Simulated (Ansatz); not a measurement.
The reference is Ta in the bcc (W type) structure (space group Im-3m, No. 229; a = 3.3197 Å).

Levels (all Ansatz, a program for electronic structure, PAW, earlier PAW set): PBE (420 eV, no SOC); r2SCAN (500 eV, no spin-orbit coupling).

Levels that relaxed their own cell: PBE and r2SCAN.

```
level   lattice parameter a
------  -------------------
PBE                 3.320 Å
r2SCAN              3.305 Å
```

Measured: lattice parameter a 3.299 Å (static lattice; corrected from measurement; as listed in Daniel Mejia-Rodriguez, S. B. Trickey, Phys. Rev. B (2018)).

Computed minus measured — lattice parameter a: PBE +0.6 %, r2SCAN +0.2 % (closest: r2SCAN).

Stability against distortions was not tested. The final runs are not spin-polarised.
